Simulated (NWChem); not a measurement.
Molecule: ammonia (NH₃); SMILES N

```xyz
4

N      0.0000     0.0000     0.1315
H      0.6642     0.6642    -0.2639
H      0.2431    -0.9073    -0.2639
H     -0.9073     0.2431    -0.2639
```
Atoms are numbered in this order, from 1.

All runs use the structure optimised with B3LYP/6-31G* (spherical d).

 States above −ε(HOMO) = 9.2 eV lie in this functional's continuum and hang on the basis.

Question: List the 4 lowest vertical singlet excitations from CAM-B3LYP/6-31+G* (spherical d), TDA (NWChem).

Answer: 
```
state  energy (eV)  oscillator strength  leading excitation (squared amplitude)
-----  -----------  -------------------  --------------------------------------
S1            6.81                0.134                      HOMO → LUMO (0.98)
S2            8.68                0.001                    HOMO → LUMO+2 (0.99)
S3            8.68                0.001                    HOMO → LUMO+1 (0.99)
S4           10.21                0.017                    HOMO → LUMO+3 (0.93)
```
